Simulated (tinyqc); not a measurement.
Worked calculation: CIS on RHF in the sto-3g basis, for H2O, spin multiplicity 1. One step of it, computed by the program tinyqc.

Task: Integrals over molecular orbitals. (pq|rs) = sum C_ip C_jq C_kr C_ls (ij|kl), one index at a time.

coefficients C:
```
              MO1        MO2        MO3        MO4       MO5        MO6        MO7
1O 1s    0.993994  -0.231852   0.000000   0.099402  0.000000  -0.142547   0.000000
1O 2s    0.027729   0.818451   0.000000  -0.521710  0.000000   0.989501   0.000000
1O 2px   0.000000   0.000000   0.000000   0.000000  1.000000   0.000000   0.000000
1O 2py   0.000000   0.000000   0.599961   0.000000  0.000000   0.000000   1.042923
1O 2pz   0.004502   0.136121   0.000000   0.812905  0.000000   0.696435   0.000000
2H 1s   -0.006566   0.163057   0.435829   0.248253  0.000000  -0.840680  -0.881655
3H 1s   -0.006566   0.163057  -0.435829   0.248253  0.000000  -0.840680   0.881655
```

core Hamiltonian H = T + V (hartree):
```
             1O 1s      1O 2s     1O 2px     1O 2py     1O 2pz      2H 1s      3H 1s
1O 1s   -32.777591  -7.626220   0.000000   0.000000  -0.019067  -1.956423  -1.956423
1O 2s    -7.626220  -9.385562   0.000000   0.000000  -0.219959  -4.043449  -4.043449
1O 2px    0.000000   0.000000  -7.498988   0.000000   0.000000   0.000000   0.000000
1O 2py    0.000000   0.000000   0.000000  -7.691595   0.000000  -2.253257   2.253257
1O 2pz   -0.019067  -0.219959   0.000000   0.000000  -7.585044  -1.577213  -1.577213
2H 1s    -1.956423  -4.043449   0.000000  -2.253257  -1.577213  -5.261128  -1.676880
3H 1s    -1.956423  -4.043449   0.000000   2.253257  -1.577213  -1.676880  -5.261128
```

Two-electron integrals (ij|kl) in chemists' order, unique and non-zero (hartree):
```
(11|11) 4.785065    (21|11) 0.741380    (21|21) 0.136873    (22|11) 1.118947
(22|21) 0.256633    (22|22) 0.817206    (31|31) 0.024477    (32|31) 0.037809
(32|32) 0.180518    (33|11) 1.115814    (33|21) 0.256684    (33|22) 0.817023
(33|33) 0.880159    (41|41) 0.024477    (42|41) 0.037809    (42|42) 0.180518
(43|43) 0.047444    (44|11) 1.115814    (44|21) 0.256684    (44|22) 0.817023
(44|33) 0.785270    (44|44) 0.880159    (51|51) 0.024477    (52|51) 0.037809
(52|52) 0.180518    (53|53) 0.047444    (54|54) 0.047444    (55|11) 1.115814
(55|21) 0.256684    (55|22) 0.817023    (55|33) 0.785270    (55|44) 0.785270
(55|55) 0.880159    (61|11) 0.192105    (61|21) 0.035135    (61|22) 0.065346
(61|33) 0.065225    (61|41) 0.001333    (61|42) 0.002483    (61|44) 0.065481
(61|51) 0.000891    (61|52) 0.001659    (61|54) 0.000172    (61|55) 0.065339
(61|61) 0.009134    (62|11) 0.437075    (62|21) 0.101367    (62|22) 0.353861
(62|33) 0.348121    (62|41) 0.006265    (62|42) 0.046537    (62|44) 0.359800
(62|51) 0.004188    (62|52) 0.031107    (62|54) 0.007807    (62|55) 0.353339
(62|61) 0.026461    (62|62) 0.184906    (63|31) 0.010967    (63|32) 0.062514
(63|43) 0.009830    (63|53) 0.006570    (63|63) 0.027334    (64|11) 0.250661
(64|21) 0.058925    (64|22) 0.219767    (64|33) 0.209650    (64|41) 0.014189
(64|42) 0.090174    (64|44) 0.236535    (64|51) 0.002154    (64|52) 0.018489
(64|54) 0.011400    (64|55) 0.212879    (64|61) 0.016107    (64|62) 0.139502
(64|64) 0.131474    (65|11) 0.167549    (65|21) 0.039387    (65|22) 0.146899
(65|33) 0.140136    (65|41) 0.002154    (65|42) 0.018489    (65|44) 0.144966
(65|51) 0.012407    (65|52) 0.074872    (65|54) 0.013058    (65|55) 0.155435
(65|61) 0.010766    (65|62) 0.093247    (65|64) 0.069610    (65|65) 0.073864
(66|11) 0.554853    (66|21) 0.130765    (66|22) 0.520334    (66|33) 0.499121
(66|41) 0.011101    (66|42) 0.110993    (66|44) 0.542682    (66|51) 0.007420
(66|52) 0.074191    (66|54) 0.029118    (66|55) 0.518584    (66|61) 0.034494
(66|62) 0.332195    (66|64) 0.286562    (66|65) 0.191546    (66|66) 0.774606
(71|11) 0.192105    (71|21) 0.035135    (71|22) 0.065346    (71|33) 0.065225
(71|41) -0.001333   (71|42) -0.002483   (71|44) 0.065481    (71|51) 0.000891
(71|52) 0.001659    (71|54) -0.000172   (71|55) 0.065339    (71|61) 0.008981
(71|62) 0.025566    (71|64) 0.014145    (71|65) 0.010407    (71|66) 0.032847
(71|71) 0.009134    (72|11) 0.437075    (72|21) 0.101367    (72|22) 0.353861
(72|33) 0.348121    (72|41) -0.006265   (72|42) -0.046537   (72|44) 0.359800
(72|51) 0.004188    (72|52) 0.031107    (72|54) -0.007807   (72|55) 0.353339
(72|61) 0.025566    (72|62) 0.150330    (72|64) 0.077851    (72|65) 0.073639
(72|66) 0.223023    (72|71) 0.026461    (72|72) 0.184906    (73|31) 0.010967
(73|32) 0.062514    (73|43) -0.009830   (73|53) 0.006570    (73|63) 0.021491
(73|73) 0.027334    (74|11) -0.250661   (74|21) -0.058925   (74|22) -0.219767
(74|33) -0.209650   (74|41) 0.014189    (74|42) 0.090174    (74|44) -0.236535
(74|51) -0.002154   (74|52) -0.018489   (74|54) 0.011400    (74|55) -0.212879
(74|61) -0.014145   (74|62) -0.077851   (74|64) -0.019239   (74|65) -0.037220
(74|66) -0.100939   (74|71) -0.016107   (74|72) -0.139502   (74|74) 0.131474
(75|11) 0.167549    (75|21) 0.039387    (75|22) 0.146899    (75|33) 0.140136
(75|41) -0.002154   (75|42) -0.018489   (75|44) 0.144966    (75|51) 0.012407
(75|52) 0.074872    (75|54) -0.013058   (75|55) 0.155435    (75|61) 0.010407
(75|62) 0.073639    (75|64) 0.037220    (75|65) 0.057008    (75|66) 0.119950
(75|71) 0.010766    (75|72) 0.093247    (75|74) -0.069610   (75|75) 0.073864
(76|11) 0.169153    (76|21) 0.039520    (76|22) 0.147715    (76|33) 0.144678
(76|44) 0.147888    (76|51) 0.002663    (76|52) 0.022754    (76|55) 0.150427
(76|61) 0.010189    (76|62) 0.074712    (76|64) 0.048520    (76|65) 0.042359
(76|66) 0.134411    (76|71) 0.010189    (76|72) 0.074712    (76|74) -0.048520
(76|75) 0.042359    (76|76) 0.035842    (77|11) 0.554853    (77|21) 0.130765
(77|22) 0.520334    (77|33) 0.499121    (77|41) -0.011101   (77|42) -0.110993
(77|44) 0.542682    (77|51) 0.007420    (77|52) 0.074191    (77|54) -0.029118
(77|55) 0.518584    (77|61) 0.032847    (77|62) 0.223023    (77|64) 0.100939
(77|65) 0.119950    (77|66) 0.342925    (77|71) 0.034494    (77|72) 0.332195
(77|74) -0.286562   (77|75) 0.191546    (77|76) 0.134411    (77|77) 0.774606
```

Give: one-electron integrals over orbitals h = C^T H C; Two-electron integrals over orbitals.

Result:

one-electron integrals over orbitals h = C^T H C (hartree):
```
          1        2        3        4        5        6        7
1  -32.7594   0.5590   0.0000  -0.2271   0.0000   0.3307   0.0000
2    0.5590  -7.7146   0.0000   0.3736   0.0000  -1.4230   0.0000
3    0.0000   0.0000  -6.4870   0.0000   0.0000   0.0000  -1.7228
4   -0.2271   0.3736   0.0000  -7.1430   0.0000  -0.9596   0.0000
5    0.0000   0.0000   0.0000   0.0000  -7.4990   0.0000   0.0000
6    0.3307  -1.4230   0.0000  -0.9596   0.0000  -5.2791   0.0000
7    0.0000   0.0000  -1.7228   0.0000   0.0000   0.0000  -5.6508
```

Two-electron integrals over orbitals (pq|rs), unique and non-zero (hartree):
```
(11|11) 4.7435      (21|11) -0.4149     (21|21) 0.0577      (22|11) 1.0031
(22|21) -0.0126     (22|22) 0.7294      (31|31) 0.0110      (32|31) 0.0181
(32|32) 0.1496      (33|11) 0.8102      (33|21) -0.0044     (33|22) 0.6524
(33|33) 0.6450      (41|11) 0.1770      (41|21) -0.0212     (41|22) 0.0164
(41|33) 0.0064      (41|41) 0.0285      (42|11) -0.1125     (42|21) 0.0091
(42|22) 0.0125      (42|33) 0.0078      (42|41) 0.0206      (42|42) 0.1229
(43|31) -0.0033     (43|32) 0.0174      (43|43) 0.0437      (44|11) 1.0287
(44|21) -0.0142     (44|22) 0.6855      (44|33) 0.6108      (44|41) -0.0126
(44|42) -0.1050     (44|44) 0.8171      (51|51) 0.0261      (52|51) 0.0324
(52|52) 0.1437      (53|53) 0.0296      (54|51) -0.0130     (54|52) -0.0447
(54|54) 0.0568      (55|11) 1.1153      (55|21) -0.0116     (55|22) 0.7471
(55|33) 0.6366      (55|41) 0.0049      (55|42) -0.0602     (55|44) 0.7443
(55|55) 0.8802      (61|11) -0.2572     (61|21) 0.0383      (61|22) -0.0017
(61|33) -4.97e-04   (61|41) -0.0016     (61|42) 0.0194      (61|44) -0.0193
(61|55) -0.0066     (61|61) 0.0329      (62|11) 0.3199      (62|21) -0.0073
(62|22) 0.1430      (62|33) 0.0751      (62|41) 0.0182      (62|42) 0.0199
(62|44) 0.1020      (62|55) 0.1631      (62|61) 0.0043      (62|62) 0.1024
(63|31) 0.0030      (63|32) -0.0460     (63|43) -0.0257     (63|63) 0.0742
(64|11) 0.1934      (64|21) -0.0014     (64|22) 0.0864      (64|33) 0.0398
(64|41) 0.0045      (64|42) -0.0149     (64|44) 0.1078      (64|55) 0.1004
(64|61) 0.0016      (64|62) 0.0612      (64|64) 0.0557      (65|51) 0.0171
(65|52) 0.0629      (65|54) -0.0043     (65|65) 0.0405      (66|11) 0.7933
(66|21) -0.0068     (66|22) 0.6121      (66|33) 0.5745      (66|41) 0.0219
(66|42) 0.0629      (66|44) 0.5456      (66|55) 0.5858      (66|61) 0.0070
(66|62) 0.0913      (66|64) 0.0422      (66|66) 0.5929      (71|31) 0.0159
(71|32) 0.0242      (71|43) -0.0050     (71|63) 0.0038      (71|71) 0.0230
(72|31) 0.0137      (72|32) 0.0374      (72|43) -0.0322     (72|63) 0.0362
(72|71) 0.0187      (72|72) 0.0602      (73|11) 0.3641      (73|21) -0.0077
(73|22) 0.1359      (73|33) 0.0932      (73|41) -0.0010     (73|42) -0.0699
(73|44) 0.1697      (73|55) 0.1878      (73|61) -0.0072     (73|62) 0.0799
(73|64) 0.0659      (73|66) 0.0362      (73|73) 0.1482      (74|31) -0.0096
(74|32) -0.0744     (74|43) 0.0084      (74|63) 0.0414      (74|71) -0.0135
(74|72) -0.0170     (74|74) 0.0647      (75|53) 0.0237      (75|75) 0.0245
(76|31) 0.0101      (76|32) 0.1055      (76|43) 0.0416      (76|63) -0.0691
(76|71) 0.0138      (76|72) -0.0094     (76|74) -0.0556     (76|76) 0.1200
(77|11) 0.8909      (77|21) -0.0101     (77|22) 0.6309      (77|33) 0.6203
(77|41) 0.0039      (77|42) -0.0140     (77|44) 0.6222      (77|55) 0.6341
(77|61) -0.0062     (77|62) 0.0722      (77|64) 0.0383      (77|66) 0.5676
(77|73) 0.0993      (77|77) 0.6299
```
